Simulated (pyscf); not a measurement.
Structures and frequencies: ωB97X-D3(BJ)/def2-SVP in PySCF.

Problem. For the elementary gas-phase step H₃Si–O–SnH₃ + H₂O -> HO–SiH₃ + HO–SnH₃ (singlet surface; O–Si, H–O broken, O–Si, H–O formed), what barrier and reaction energy does ωB97M-D3(BJ)/def2-TZVP give, measured from the separated reactants?

Solution. ΔE‡ = 21.4 kcal/mol, ΔE = +4.2 kcal/mol. Zero-point energy shifts the barrier by +0.7 kcal/mol. It is a four-centre exchange, with an imaginary mode of 757i cm⁻¹. On the reactant side the descent ends in a complex, 5.0 kcal/mol under the separated species and 26.5 kcal/mol under the saddle at ωB97X-D3(BJ)/def2-TZVP. On the product side the descent ends in a complex (not fully relaxed), 4.3 kcal/mol under the separated species and 20.0 kcal/mol under the saddle at ωB97X-D3(BJ)/def2-TZVP. This is the saddle that the search found; another between the same sides may lie lower. Elements past Kr carry the def2 core potentials, without spin-orbit coupling.
